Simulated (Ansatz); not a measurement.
Species: C2H3N, SMILES `CC#N` (charge 0, multiplicity 1).

**Question.** Give a relaxed geometry from B3LYP-D3(BJ)/def2-SVP in Ansatz (a quantum-chemistry and plane-wave program).

**Answer.** the end point of this relaxation (outside a Z-matrix the atoms follow the SMILES, hydrogens last).
Bonded distances (Å): C1–C2 1.459, C1–H4 1.100, C1–H5 1.100, C1–H6 1.100, C2–N3 1.158. Bond angles (°): C2–C1–H4 110.3, C2–C1–H5 110.3, C2–C1–H6 110.3, H4–C1–H5 108.6, H4–C1–H6 108.6, H5–C1–H6 108.6, C1–C2–N3 180.0.
